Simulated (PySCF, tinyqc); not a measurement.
Inside a calculation. Method: MP2 on RHF in the sto-3g basis, frozen core, for CH2, spin multiplicity 1. The lowest restricted solution is unstable here: a spin-polarised one lies 0.0366 hartree lower (PySCF). Computed by tinyqc, a small Python program that keeps every step (integrals from PySCF). Settings: charge = 0, multiplicity = 1, basis = sto-3g, method = RHF, frozen orbitals = 1, energy threshold = 1e-10, iteration cap = 86, orthogonalisation = symmetric, start = atomic densities, DIIS depth = 6. Command: `OMP_NUM_THREADS=1 python tinyqc.py 31815 31816 out.jsonl` (the two numbers bound the seeds that draw the settings). One thread of a shared host (Intel(R) Xeon(R) Processor @ 2.60GHz), about 0.1 s of CPU time with the checks. The early iterations of the SCF are left out here.

## One-electron integrals

Geometry (angstrom):
```
atom         x          y         z
C     0.000000   0.000000  0.000000
H     0.000000   1.012000  0.567000
H     0.000000  -1.081000  0.605000
```

Basis sto-3g: exponents (1/bohr^2) and contraction coefficients of normalised primitives:
```
element  l (shell)   exponent  coefficient
C            s (1)  71.616837     0.154329
C            s (1)  13.045096     0.535328
C            s (1)   3.530512     0.444635
C            s (2)   2.941249    -0.099967
C            s (2)   0.683483     0.399513
C            s (2)   0.222290     0.700115
C            p (3)   2.941249     0.155916
C            p (3)   0.683483     0.607684
C            p (3)   0.222290     0.391957
H            s (1)   3.425251     0.154329
H            s (1)   0.623914     0.535328
H            s (1)   0.168855     0.444635
```

Overlap, kinetic and nuclear-attraction integrals over the contracted functions; the nuclear repulsion is the sum of Za Zb / Rab.

nuclear repulsion = 5.55292837 hartree

overlap S, lower triangle:
```
           1C 1s     1C 2s    1C 2px     1C 2py    1C 2pz     2H 1s     3H 1s
1C 1s   1.000000
1C 2s   0.248362  1.000000
1C 2px  0.000000  0.000000  1.000000
1C 2py  0.000000  0.000000  0.000000   1.000000
1C 2pz  0.000000  0.000000  0.000000   0.000000  1.000000
2H 1s   0.052898  0.451231  0.000000   0.385849  0.216182  1.000000
3H 1s   0.044084  0.408780  0.000000  -0.360012  0.201487  0.102082  1.000000
```

kinetic energy T (hartree), lower triangle:
```
            1C 1s     1C 2s    1C 2px     1C 2py    1C 2pz      2H 1s     3H 1s
1C 1s   15.891122
1C 2s   -0.085890  0.472250
1C 2px   0.000000  0.000000  1.477728
1C 2py   0.000000  0.000000  0.000000   1.477728
1C 2pz   0.000000  0.000000  0.000000   0.000000  1.477728
2H 1s   -0.012059  0.085456  0.000000   0.191897  0.107516   0.760032
3H 1s   -0.012063  0.064707  0.000000  -0.155863  0.087232  -0.010969  0.760032
```

nuclear attraction V (hartree), lower triangle:
```
             1C 1s      1C 2s     1C 2px     1C 2py     1C 2pz      2H 1s      3H 1s
1C 1s   -34.536097
1C 2s    -4.411621  -6.057764
1C 2px    0.000000   0.000000  -5.945605
1C 2py   -0.001603  -0.013576   0.000000  -6.105777
1C 2pz   -0.013713  -0.146440   0.000000  -0.006292  -5.995834
2H 1s    -0.955483  -2.294792   0.000000  -1.815615  -1.047845  -4.171689
3H 1s    -0.794408  -2.026024   0.000000   1.638821  -0.946087  -0.469320  -4.011792
```

core Hamiltonian H = T + V (hartree), lower triangle:
```
             1C 1s      1C 2s     1C 2px     1C 2py     1C 2pz      2H 1s      3H 1s
1C 1s   -18.644976
1C 2s    -4.497511  -5.585514
1C 2px    0.000000   0.000000  -4.467877
1C 2py   -0.001603  -0.013576   0.000000  -4.628049
1C 2pz   -0.013713  -0.146440   0.000000  -0.006292  -4.518106
2H 1s    -0.967542  -2.209335   0.000000  -1.623718  -0.940329  -3.411657
3H 1s    -0.806471  -1.961317   0.000000   1.482957  -0.858855  -0.480290  -3.251760
```

## Two-electron integrals

Functions are numbered as in S; the eight-fold symmetry (ij|kl) = (ji|kl) = (kl|ij) leaves the list below.

Two-electron integrals (ij|kl) in chemists' order, unique and non-zero (hartree):
```
(11|11) 3.541948    (21|11) 0.576921    (21|21) 0.111888    (22|11) 0.854682
(22|21) 0.205284    (22|22) 0.624709    (31|31) 0.020296    (32|31) 0.030858
(32|32) 0.137996    (33|11) 0.852436    (33|21) 0.205335    (33|22) 0.624568
(33|33) 0.672833    (41|41) 0.020296    (42|41) 0.030858    (42|42) 0.137996
(43|43) 0.036269    (44|11) 0.852436    (44|21) 0.205335    (44|22) 0.624568
(44|33) 0.600295    (44|44) 0.672833    (51|51) 0.020296    (52|51) 0.030858
(52|52) 0.137996    (53|53) 0.036269    (54|54) 0.036269    (55|11) 0.852436
(55|21) 0.205335    (55|22) 0.624568    (55|33) 0.600295    (55|44) 0.600295
(55|55) 0.672833    (61|11) 0.123619    (61|21) 0.023832    (61|22) 0.043653
(61|33) 0.043503    (61|41) 0.001270    (61|42) 0.002366    (61|44) 0.043857
(61|51) 0.000712    (61|52) 0.001326    (61|54) 0.000198    (61|55) 0.043614
(61|61) 0.005191    (62|11) 0.297861    (62|21) 0.072505    (62|22) 0.242934
(62|33) 0.237096    (62|41) 0.006024    (62|42) 0.041593    (62|44) 0.250253
(62|51) 0.003375    (62|52) 0.023303    (62|54) 0.007372    (62|55) 0.241226
(62|61) 0.016114    (62|62) 0.124061    (63|31) 0.007356    (63|32) 0.038846
(63|43) 0.008125    (63|53) 0.004552    (63|63) 0.015210    (64|11) 0.221828
(64|21) 0.054694    (64|22) 0.194315    (64|33) 0.184522    (64|41) 0.011316
(64|42) 0.069714    (64|44) 0.210606    (64|51) 0.002218    (64|52) 0.017294
(64|54) 0.010062    (64|55) 0.187609    (64|61) 0.012724    (64|62) 0.117865
(64|64) 0.125159    (65|11) 0.124285    (65|21) 0.030644    (65|22) 0.108870
(65|33) 0.103383    (65|41) 0.002218    (65|42) 0.017294    (65|44) 0.108893
(65|51) 0.008599    (65|52) 0.048536    (65|54) 0.011212    (65|55) 0.114217
(65|61) 0.007129    (65|62) 0.066037    (65|64) 0.061602    (65|65) 0.049724
(66|11) 0.448201    (66|21) 0.110964    (66|22) 0.422697    (66|33) 0.400265
(66|41) 0.011583    (66|42) 0.107404    (66|44) 0.451092    (66|51) 0.006490
(66|52) 0.060176    (66|54) 0.028478    (66|55) 0.416220    (66|61) 0.025021
(66|62) 0.273058    (66|64) 0.286511    (66|65) 0.160526    (66|66) 0.774606
(71|11) 0.102844    (71|21) 0.019837    (71|22) 0.036370    (71|33) 0.036246
(71|41) -0.001042   (71|42) -0.001953   (71|44) 0.036538    (71|51) 0.000583
(71|52) 0.001093    (71|54) -0.000163   (71|55) 0.036338    (71|61) 0.004179
(71|62) 0.012575    (71|64) 0.009052    (71|65) 0.005570    (71|66) 0.019137
(71|71) 0.003594    (72|11) 0.262257    (72|21) 0.063909    (72|22) 0.215956
(72|33) 0.210637    (72|41) -0.005298   (72|42) -0.037544   (72|44) 0.222630
(72|51) 0.002965    (72|52) 0.021012    (72|54) -0.006712   (72|55) 0.214394
(72|61) 0.013301    (72|62) 0.077987    (72|64) 0.053386    (72|65) 0.040478
(72|66) 0.133492    (72|71) 0.011832    (72|72) 0.100432    (73|31) 0.006297
(73|32) 0.033826    (73|43) -0.007209   (73|53) 0.004035    (73|63) 0.008716
(73|73) 0.011881    (74|11) -0.200384   (74|21) -0.049440   (74|22) -0.177141
(74|33) -0.168280   (74|41) 0.009844    (74|42) 0.062205    (74|44) -0.191813
(74|51) -0.001985   (74|52) -0.015882   (74|54) 0.009136    (74|55) -0.171135
(74|61) -0.009841   (74|62) -0.055359   (74|64) -0.030324   (74|65) -0.028164
(74|66) -0.088797   (74|71) -0.009552   (74|72) -0.097749   (74|74) 0.105289
(75|11) 0.112148    (75|21) 0.027670    (75|22) 0.099140    (75|33) 0.094181
(75|41) -0.001985   (75|42) -0.015882   (75|44) 0.099282    (75|51) 0.007408
(75|52) 0.042715    (75|54) -0.010064   (75|55) 0.103848    (75|61) 0.006025
(75|62) 0.041172    (75|64) 0.027710    (75|65) 0.029649    (75|66) 0.074638
(75|71) 0.005346    (75|72) 0.054707    (75|74) -0.052277   (75|75) 0.041139
(76|11) 0.059731    (76|21) 0.014592    (76|22) 0.050738    (76|33) 0.049431
(76|41) -0.000024   (76|42) -0.000279   (76|44) 0.051057    (76|51) 0.001136
(76|52) 0.008447    (76|54) -0.000067   (76|55) 0.051677    (76|61) 0.003157
(76|62) 0.022894    (76|64) 0.018831    (76|65) 0.013441    (76|66) 0.046675
(76|71) 0.002634    (76|72) 0.020868    (76|74) -0.017826   (76|75) 0.012475
(76|76) 0.005295    (77|11) 0.421714    (77|21) 0.104495    (77|22) 0.402668
(77|33) 0.381658    (77|41) -0.010445   (77|42) -0.100776   (77|44) 0.429252
(77|51) 0.005846    (77|52) 0.056401    (77|54) -0.026637   (77|55) 0.396566
(77|61) 0.021647    (77|62) 0.143594    (77|64) 0.092341    (77|65) 0.078750
(77|66) 0.252189    (77|71) 0.019583    (77|72) 0.241877    (77|74) -0.259386
(77|75) 0.145170    (77|76) 0.046675    (77|77) 0.774606
```

## Orthogonalisation

S = U s U^T; symmetric (Loewdin) form X = U s^(-1/2) U^T, so that X^T S X = 1.

eigenvalues of S: 0.342457  0.426708  0.880471  1.000000  1.088513  1.476857  1.784992

X, lower triangle:
```
            1C 1s      1C 2s    1C 2px     1C 2py     1C 2pz      2H 1s     3H 1s
1C 1s    1.026730
1C 2s   -0.149805   1.223839
1C 2px   0.000000   0.000000  1.000000
1C 2py  -0.001362   0.020333  0.000000   1.149619
1C 2pz  -0.009711   0.094514  0.000000   0.008528   1.044765
2H 1s    0.025232  -0.309422  0.000000  -0.270925  -0.145267   1.218111
3H 1s    0.023542  -0.262630  0.000000   0.239121  -0.126834  -0.024802  1.172165
```

## Iteration 9 (converged): orbitals

converged F (hartree), lower triangle:
```
             1C 1s      1C 2s    1C 2px     1C 2py     1C 2pz      2H 1s      3H 1s
1C 1s   -10.986987
1C 2s    -2.952538  -1.425971
1C 2px    0.000000   0.000000  0.239134
1C 2py   -0.001070  -0.015160  0.000000  -0.194181
1C 2pz   -0.025153  -0.062357  0.000000  -0.013423  -0.210501
2H 1s    -0.642370  -0.648018  0.000000  -0.369677  -0.243204  -0.436379
3H 1s    -0.536271  -0.579152  0.000000   0.348507  -0.230597  -0.150608  -0.375872
```

Diagonalise F' = X^T F X, C = X C', fill 4 alpha and 4 beta electrons from the bottom; D = 2 C_occ C_occ^T. Each column has its largest component positive (the first on a tie).

F' = X^T F X (hartree), lower triangle:
```
            1          2         3          4          5          6          7
1  -10.756317
2   -1.556699  -0.620456
3    0.000000   0.000000  0.239134
4   -0.000764   0.012988  0.000000   0.131360
5   -0.047099   0.113899  0.000000  -0.000004  -0.107367
6   -0.077159  -0.412226  0.000000  -0.429650  -0.248772   0.010131
7   -0.046893  -0.362685  0.000000   0.398605  -0.231014  -0.040881  -0.005594
```

orbital energies (hartree): MO1 -10.992772, MO2 -0.787584, MO3 -0.499016, MO4 -0.277212, MO5 0.239134, MO6 0.525337, MO7 0.683004

coefficients C:
```
              MO1        MO2        MO3        MO4       MO5        MO6        MO7
1C 1s    0.993268  -0.221053   0.013641   0.121590  0.000000   0.160611  -0.041136
1C 2s    0.028419   0.708404  -0.061421  -0.553312  0.000000  -0.901704   0.262005
1C 2px   0.000000   0.000000   0.000000   0.000000  1.000000   0.000000   0.000000
1C 2py   0.000562   0.026743   0.516812  -0.004172  0.000000   0.220171   1.066015
1C 2pz   0.004835   0.134900   0.006788   0.804831  0.000000  -0.667461   0.162166
2H 1s   -0.006534   0.293716   0.443355   0.226063  0.000000   0.636810  -0.967358
3H 1s   -0.005759   0.242694  -0.472806   0.250421  0.000000   0.930847   0.552916
```

D after iteration 9, lower triangle:
```
            1C 1s      1C 2s    1C 2px     1C 2py    1C 2pz      2H 1s     3H 1s
1C 1s    2.100832
1C 2s   -0.392963   1.625140
1C 2px   0.000000   0.000000  0.000000
1C 2py   0.002379  -0.020947  0.000000   0.535655
1C 2pz   0.145869  -0.700077  0.000000   0.007522  1.332042
2H 1s   -0.075764   0.111139  0.000000   0.472079  0.449086   0.667960
3H 1s   -0.070738   0.124481  0.000000  -0.477818  0.462098  -0.163378  0.690379
```

## Convergence

Stop when the energy changes by less than 1e-10 hartree and every element of the error matrix X^T (F D S - S D F) X is below 3e-06.

Course of the cycle:
```
iteration   E (hartree)     change  largest element of the error matrix
1          -38.14003395          -                             7.27e-01
2          -38.33793269  -1.98e-01                             4.84e-02
3          -38.34380284  -5.87e-03                             2.07e-02
4          -38.34471080  -9.08e-04                             7.51e-03
5          -38.34485509  -1.44e-04                             4.25e-04
6          -38.34485558  -4.96e-07                             4.92e-05
7          -38.34485559  -6.77e-09                             7.78e-06
8          -38.34485559  -1.27e-10                             1.96e-06
9          -38.34485559  -4.17e-12                             1.03e-07
```

PySCF RHF in the same basis = -38.34485559 hartree

Converged in 9 iterations.

## Integrals over molecular orbitals

(pq|rs) = sum C_ip C_jq C_kr C_ls (ij|kl), one index at a time.

one-electron integrals over orbitals h = C^T H C (hartree), lower triangle:
```
            1          2          3          4          5          6          7
1  -18.630421
2    0.357978  -4.491712
3   -0.022036  -0.001317  -3.912441
4   -0.180128   0.215082  -0.043320  -4.306627
5    0.000000   0.000000   0.000000   0.000000  -4.467877
6   -0.245788   0.773634  -0.255599   0.406122   0.000000  -3.483783
7    0.061772  -0.228320  -0.854071  -0.064745   0.000000  -0.039168  -3.641555
```

Two-electron integrals over orbitals (pq|rs), unique and non-zero (hartree); the lowest 1 orbital is frozen and left out:
```
(22|22) 0.537924    (32|22) 0.018457    (32|32) 0.139365    (33|22) 0.498034
(33|32) -0.011625   (33|33) 0.510778    (42|22) 0.018661    (42|32) 0.001171
(42|33) 0.019701    (42|42) 0.079185    (43|22) 0.004718    (43|32) 0.026399
(43|33) -0.002817   (43|42) -0.005585   (43|43) 0.034307    (44|22) 0.499799
(44|32) -0.003085   (44|33) 0.457102    (44|42) -0.086764   (44|43) 0.010552
(44|44) 0.654273    (52|52) 0.091344    (53|52) -0.004268   (53|53) 0.019257
(54|52) -0.038182   (54|53) 0.002962    (54|54) 0.049378    (55|22) 0.542815
(55|32) -0.001271   (55|33) 0.472002    (55|42) -0.047629   (55|43) 0.008080
(55|44) 0.577528    (55|55) 0.672833    (62|22) -0.078794   (62|32) 0.009027
(62|33) -0.023445   (62|42) -0.002510   (62|43) -0.006987   (62|44) -0.070149
(62|55) -0.119278   (62|62) 0.091747    (63|22) 0.029794    (63|32) 0.067804
(63|33) 0.002346    (63|42) -0.011902   (63|43) 0.033158    (63|44) 0.030982
(63|55) 0.038402    (63|62) -0.026204   (63|63) 0.092840    (64|22) -0.039903
(64|32) -0.015441   (64|33) -0.002850   (64|42) 0.008045    (64|43) -0.002135
(64|44) -0.060797   (64|55) -0.055799   (64|62) 0.048319    (64|63) -0.024066
(64|64) 0.039989    (65|52) -0.053149   (65|53) 0.007352    (65|54) 0.010931
(65|65) 0.040930    (66|22) 0.511222    (66|32) -0.045202   (66|33) 0.503289
(66|42) 0.051440    (66|43) -0.019066   (66|44) 0.450399    (66|55) 0.490187
(66|62) -0.054543   (66|63) -0.026480   (66|64) -0.015463   (66|66) 0.568736
(72|22) 0.021146    (72|32) 0.002788    (72|33) 0.005081    (72|42) -0.005025
(72|43) -0.029257   (72|44) 0.024411    (72|55) 0.034746    (72|62) -0.014715
(72|63) -0.038447   (72|64) -0.014470   (72|66) 0.021656    (72|72) 0.059963
(73|22) 0.059550    (73|32) -0.019368   (73|33) 0.028782    (73|42) -0.054341
(73|43) 0.001348    (73|44) 0.118191    (73|55) 0.124958    (73|62) -0.068317
(73|63) 0.013071    (73|64) -0.040765   (73|66) 0.015992    (73|72) 0.029094
(73|73) 0.113316    (74|22) -0.001709   (74|32) -0.067074   (74|33) 0.008240
(74|42) 0.001477    (74|43) 0.005797    (74|44) 0.009538    (74|55) 0.008187
(74|62) -0.014316   (74|63) -0.036470   (74|64) 0.006843    (74|66) 0.025924
(74|72) -0.005950   (74|73) 0.017223    (74|74) 0.058170    (75|52) 0.014446
(75|53) 0.017247    (75|54) -0.003498   (75|65) -0.004723   (75|75) 0.024000
(76|22) -0.016010   (76|32) -0.099828   (76|33) 0.011451    (76|42) -0.015127
(76|43) -0.033640   (76|44) 0.014865    (76|55) 0.003779    (76|62) 0.003130
(76|63) -0.068095   (76|64) 0.013744    (76|66) 0.032771    (76|72) 0.020722
(76|73) 0.027689    (76|74) 0.044334    (76|76) 0.097367    (77|22) 0.520760
(77|32) 0.051218    (77|33) 0.506263    (77|42) -0.010730   (77|43) 0.019344
(77|44) 0.517173    (77|55) 0.524379    (77|62) -0.042595   (77|63) 0.053526
(77|64) -0.023618   (77|66) 0.488740    (77|72) 0.003444    (77|73) 0.056167
(77|74) -0.020343   (77|76) -0.037989   (77|77) 0.575046
```

## Second-order Moller-Plesset energy

Hartree-Fock energy = -38.34485559 hartree

E2 = sum_ijab (ia|jb) [2 (ia|jb) - (ib|ja)] / (e_i + e_j - e_a - e_b) over occupied i, j and virtual a, b; the opposite-spin part is (ia|jb)^2 / denominator, the rest is same-spin, and SCS-MP2 scales them by 6/5 and 1/3.

Terms (the 40 largest of 45):
```
i  j  a  b    (ia|jb)    (ib|ja)  denominator       term
3  3  7  7   0.113316   0.113316    -2.364039  -0.005432
3  3  6  6   0.092840   0.092840    -2.048706  -0.004207
2  2  5  5   0.091344   0.091344    -2.053437  -0.004063
2  2  6  6   0.091747   0.091747    -2.625842  -0.003206
2  3  6  7  -0.068317  -0.038447    -2.494941  -0.002689
3  2  7  6  -0.068317  -0.038447    -2.494941  -0.002689
4  4  5  5   0.049378   0.049378    -1.032691  -0.002361
4  4  7  7   0.058170   0.058170    -1.920430  -0.001762
2  2  7  7   0.059963   0.059963    -2.941175  -0.001223
2  4  6  6   0.048319   0.048319    -2.115470  -0.001104
4  2  6  6   0.048319   0.048319    -2.115470  -0.001104
4  4  6  6   0.039989   0.039989    -1.605097  -0.000996
2  4  5  5  -0.038182  -0.038182    -1.543064  -0.000945
4  2  5  5  -0.038182  -0.038182    -1.543064  -0.000945
3  4  7  6  -0.040765  -0.036470    -1.984568  -0.000926
4  3  6  7  -0.040765  -0.036470    -1.984568  -0.000926
4  3  7  6  -0.036470  -0.040765    -1.984568  -0.000591
3  4  6  7  -0.036470  -0.040765    -1.984568  -0.000591
3  2  7  7   0.029094   0.029094    -2.652607  -0.000319
2  3  7  7   0.029094   0.029094    -2.652607  -0.000319
4  3  6  6  -0.024066  -0.024066    -1.826902  -0.000317
3  4  6  6  -0.024066  -0.024066    -1.826902  -0.000317
2  3  6  6  -0.026204  -0.026204    -2.337274  -0.000294
3  2  6  6  -0.026204  -0.026204    -2.337274  -0.000294
3  3  5  5   0.019257   0.019257    -1.476300  -0.000251
4  3  7  7   0.017223   0.017223    -2.142235  -0.000138
3  4  7  7   0.017223   0.017223    -2.142235  -0.000138
3  2  6  7  -0.038447  -0.068317    -2.494941  -0.000132
2  3  7  6  -0.038447  -0.068317    -2.494941  -0.000132
2  4  7  6  -0.014470  -0.014316    -2.273136  -0.000093
4  2  6  7  -0.014470  -0.014316    -2.273136  -0.000093
4  2  7  6  -0.014316  -0.014470    -2.273136  -0.000089
2  4  6  7  -0.014316  -0.014470    -2.273136  -0.000089
2  2  7  6  -0.014715  -0.014715    -2.783509  -0.000078
2  2  6  7  -0.014715  -0.014715    -2.783509  -0.000078
3  3  6  7   0.013071   0.013071    -2.206373  -0.000077
3  3  7  6   0.013071   0.013071    -2.206373  -0.000077
4  4  7  6   0.006843   0.006843    -1.762764  -0.000027
4  4  6  7   0.006843   0.006843    -1.762764  -0.000027
4  2  7  7  -0.005950  -0.005950    -2.430803  -0.000015
```

Pair energies (hartree; pair i-j sums ij and ji):
```
pair  opposite spin  same spin
2-2       -0.008647          0
3-2       -0.006173  -0.000715
3-3       -0.010045          0
4-2       -0.004491  -2.08e-08
4-3       -0.003940  -0.000019
4-4       -0.005172          0
```

MP2 correlation energy = -0.03920139 hartree

SCS-MP2 correlation energy = -0.04640568 hartree

MP2 total energy = -38.38405698 hartree
